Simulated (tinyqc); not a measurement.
Pariser-Parr-Pople SCF with singles CI, for the molecule C=C(Cl)C=C[CH2+] (SMILES; centres numbered as the heavy atoms are written), step by step. Computed by tinyqc, a small Python program that keeps every step. Settings: charge = 1, gamma = Ohno, start = huckel, damping = 0, iteration cap = 58, excitations kept = 6. Command: `OMP_NUM_THREADS=1 python tinyqc.py 29710 29711 out.jsonl` (the two numbers bound the seeds that draw the settings). One thread of a shared host (Intel(R) Xeon(R) Processor @ 2.60GHz), about 0.01 s of CPU time with the checks.

Centres (angstrom, eV; a flat drawing with bonds scaled to 1.40 angstrom):
```
centre          x          y  core charge z          W   gamma_rr
1C       2.118000   0.893000              1  11.830000   9.620000
2C       1.017000   0.028000              1  11.830000   9.620000
3Cl      1.215000  -1.358000              2  24.260000  14.550000
4C      -0.283000   0.549000              1  11.830000   9.620000
5C      -1.384000  -0.316000              1  11.830000   9.620000
6C      -2.683000   0.205000              1  11.830000   9.620000
```

Resonance integrals (eV):
```
i  j       beta
1  2  -2.220000
2  3  -1.490000
2  4  -2.220000
4  5  -2.220000
5  6  -2.220000
```

Stop when output and input P, before any damping, agree to 1e-7.

Course of the cycle:
```
iteration        E (eV)  largest |P(out) - P(in)|
1          -90.45910386                  4.65e-01
2          -92.18216313                  7.74e-02
3          -92.31103961                  6.75e-02
4          -92.37204050                  5.62e-02
5          -92.40805865                  4.61e-02
6          -92.43143853                  3.75e-02
7          -92.44711123                  3.04e-02
8          -92.45771392                  2.45e-02
9          -92.46490730                  1.97e-02
10         -92.46979738                  1.59e-02
11         -92.47312938                  1.29e-02
...                 ...                       ...
48         -92.48041849                  1.58e-05
49         -92.48041849                  1.32e-05
50         -92.48041849                  1.10e-05
51         -92.48041849                  9.16e-06
52         -92.48041849                  7.64e-06
53         -92.48041850                  6.37e-06
54         -92.48041850                  5.31e-06
55         -92.48041850                  4.43e-06
56         -92.48041850                  3.69e-06
57         -92.48041850                  3.08e-06
58         -92.48041850                  2.57e-06
```

Can the last value be used, and what does the course show?

Not by the stop rule, although the second column moves by less than 1e-07 over the last three steps. Not converged within 58 iterations: the residual falls steadily but slowly, by a factor of about 0.83 a step. Reruns (cap 100 unless said): damping 0.5: not converged; the original settings with a cap of 400: converged in 76 (E = -92.48042).
